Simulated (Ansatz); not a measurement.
Results of PBEsol (Ansatz, an electronic-structure program, PAW) for rock-salt MgS.

Settings: plane-wave cutoff 520 eV, 12×12×12 k mesh, perturbation theory, force constants from a 4×4×4 q mesh, scalar-relativistic PAW data made under PBE.

Q: Predict the LO(Γ) frequency, electronic dielectric constant ε∞, zone-centre TO phonon frequency, Born effective charge (magnitude) and zero-point energy.

A: 
LO(Γ) frequency: 397 cm⁻¹
electronic dielectric constant ε∞: 5.53
zone-centre TO phonon frequency: 243 cm⁻¹
Born effective charge (magnitude): 2.31 e
zero-point energy: 0.042 eV/atom

Measured, for comparison: zone-centre TO phonon frequency 240 cm⁻¹ (temperature not stated, not corrected to a static lattice; as tabulated in Chmeruk and Núñez-Valdez (2023), arXiv:2212.11645). Computed (rounded) less measured: zone-centre TO phonon frequency +1 %.

The result took around 6 core-minutes (rough).
